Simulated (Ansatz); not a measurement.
C2H5NS can be A, `C1NCS1`, or B, `CSC=N`.

Gas-phase electronic energies from Ansatz, PBE0-D4/def2-TZVP geometries. CCSD(T)/CBS is the MP2 limit (def2-TZVPP, def2-QZVPP) plus CCSD(T) − MP2 in def2-TZVPP, frozen cores. DFT in def2-TZVPP. Each species was taken in one conformer, which may not be the lowest.

A:

Z-matrix (Å, degrees):
```
C
S 1 1.828
N 1 1.460 2 91.7
H 1 1.092 2 113.8 3 117.4
H 1 1.096 2 111.7 3 -117.9
C 2 1.828 1 74.5 3 12.7
H 3 1.012 1 113.9 2 -136.6
H 6 1.092 2 113.8 1 -130.1
H 6 1.096 2 111.7 1 105.2
```

B:

Z-matrix (Å, degrees):
```
C
S 1 1.793
H 1 1.090 2 106.6
H 1 1.089 2 110.2 3 -119.7
H 1 1.089 2 110.2 3 119.7
C 2 1.737 1 100.4 3 179.8
N 6 1.265 2 123.6 1 -0.0
H 6 1.096 2 111.0 1 180.0
H 7 1.017 6 110.8 2 -180.0
```

Problem. Which isomer does CCSD(T)/CBS put lower? Give the gap. (Best estimate.)

Solution. The calculation gave: B, by 17.7 kcal/mol.

Problem. Give E(B) − E(A) in kcal/mol with BLYP-D4, PBE0-D4, ωB97M-V, CCSD/def2-TZVPP, LDA (SPW92), CCSD(T)/def2-TZVPP, r2SCAN-D4. (An estimate is asked.)

Solution. Computed: BLYP-D4 -23.9, PBE0-D4 -16.1, ωB97M-V -17.1, CCSD/def2-TZVPP -16.9, LDA (SPW92) -15.4, CCSD(T)/def2-TZVPP -17.8, r2SCAN-D4 -21.0. None reverses the order clearly.

Problem. Does the order hold for the free energy at 298.15 K (harmonic terms from PBE0-D4)? (Estimate.)

Solution. Computed: Yes: G(B) − G(A) = -20.2 kcal/mol, for one conformer each.

Largest T1 diagnostic: 0.013.

At CCSD(T), def2-SVP lies −1.1 kcal/mol from the extrapolated value and def2-TZVPP −0.1 kcal/mol. From r2SCAN to r2SCAN0 (25 % exact exchange), in def2-TZVPP and without D4, E(B) − E(A) moves by +3.1 kcal/mol.
